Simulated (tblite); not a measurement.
# C2HN2: the cost of one run

Computed with tblite 0.8.0 and PySCF 2.14.0; each step states its level. No surroundings beyond the atoms listed, unless a continuum is named. Atoms count from 0, parts from 1.

### 1 The system as given

5 atoms, charge -1, multiplicity 1; geometry: rigid parts in contact. Parts: 1 = atoms 0–2, `C#N`, charge 0; 2 = atoms 3–4, `[C-]#N`, charge -1.

### 2 Docking the parts with GFN2-xTB

The job: settings as JSON, then the geometry in Å.

```
{"job": {"kind": "dock", "xc": "GFN2-xTB", "basis": "xTB"}, "charge": -1, "multiplicity": 1, "parts": [{"atoms": "0-2", "charge": 0, "multiplicity": 1}, {"atoms": "3-4", "charge": -1, "multiplicity": 1}]}
C     -0.026349    -0.001581     0.000090
N      1.109207     0.067063    -0.001091
H     -1.082858    -0.065482     0.001001
C     -0.922726    -2.237702     0.608767
N     -1.048827    -3.268523     0.007243
```

With the program's defaults for keys left out, this is: GFN2-xTB search for minima from random contacts, gas phase.

Started as:

```bash
> OMP_NUM_THREADS=1 python cluster_run.py task.json out
```

The driver reads the jobs from task.json and runs them one after another.

**Question.** How long does this first job take on 1 thread of Intel Xeon Platinum 8488C, shared host?

About 2.6 s.
